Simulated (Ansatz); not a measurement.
# Pb: from a trial structure to a relaxed crystal

The calculation used DFT r2SCAN, scalar-relativistic, plane waves, PAW in Ansatz. Cutoff 500 eV, Γ-centred k mesh, Gaussian smearing, no spin polarisation in the final step.

The start puts Pb on the alpha-boron structure type (R-3m, No. 166), at a guessed volume.

```xyz
12
Lattice="4.0643 2.3465 6.9313 -4.0643 2.3465 6.9313 0.0000 -4.6930 6.9313" Properties=species:S:1:pos:R:3 pbc="T T T"
Pb   -2.6150    1.5098    4.6716
Pb    0.0000   -3.0196    4.6716
Pb    2.6150    1.5098    4.6716
Pb    2.6150   -1.5098   16.1222
Pb   -2.6150   -1.5098   16.1222
Pb    0.0000    3.0196   16.1222
Pb   -1.6640    0.9607    7.4370
Pb    0.0000   -1.9214    7.4370
Pb    1.6640    0.9607    7.4370
Pb    1.6640   -0.9607   13.3568
Pb   -1.6640   -0.9607   13.3568
Pb    0.0000    1.9214   13.3568
```

Steps on the 3×3×3 mesh (12 atoms). 7 of 7 steps are shown, and the free energy counts from the last. Trial steps that were taken back and renewals of the plane-wave basis can be among the rows.

| step | ΔF (meV/atom) | V (Å³/atom) | P (GPa) | largest force component (eV/Å) |
| --- | --- | --- | --- | --- |
| 1 | 481.2 | 33.05 | 16.74 | 2.408 |
| 2 | 99.3 | 37.46 | 5.18 | 0.723 |
| 3 | 10.9 | 41.69 | 0.66 | 0.332 |
| 4 | 2.2 | 42.99 | -0.03 | 0.114 |
| 5 | 1.3 | 43.07 | 0.12 | 0.065 |
| 6 | 0.9 | 43.27 | -0.01 | 0.010 |
| 7 | 0.0 | 43.27 | 0.01 | 0.010 |

A final relaxation ran on a 6×6×6 mesh. The relaxed crystal, R-3m (No. 166):

Space group R-3m:H (No. 166). a = 8.679 Å, b = 8.679 Å, c = 23.903 Å, α = 90.00°, β = 90.00°, γ = 120.00°
```tsv
atom	site	symmetry	x	y	z
Pb	18h	.m	0.1252	0.8748	0.8966
Pb	18h	.m	0.5363	0.4637	0.6916
```

```
Volume per atom                    : 43.32 Å³
Density                            : 7.94 g/cm³
Energy over the standard structure : 0.12 eV/atom
Gap on the 6×6×6 mesh              : 0 eV (a metal)
```

Energies count from the standard state of Pb at the same level.

The final run used a 6×6×6 mesh on its 12-atom cell and 0.10 eV smearing. The k mesh leaves about 4 meV/atom of noise in metals. Spin–orbit coupling is left out.

Symmetry constrained the relaxation, so the result can be a saddle point.